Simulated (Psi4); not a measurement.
This Psi4 input (MP2/aug-pcseg-1) gives -93.42760 Eh with 64 basis functions.

```
memory 2025 MB

molecule {
1 1
C    -0.00000000   -0.00000000   -0.59802389
N     0.00000000    0.00000000    0.53145448
H    -0.00000000   -0.00000000   -1.67932452
H     0.00000000    0.00000000    1.54728651
}

set {
  basis aug-pcseg-1
  scf_type df
  freeze_core true
}

energy('mp2')
print_variables()
```

Change:
```diff
- basis aug-pcseg-1
+ basis 6-31+g*
```

### Question
What does the run give now?

### Answer
-93.43432 Eh (MP2/6-31+G*, 42 functions), a change of -6.72 mEh.
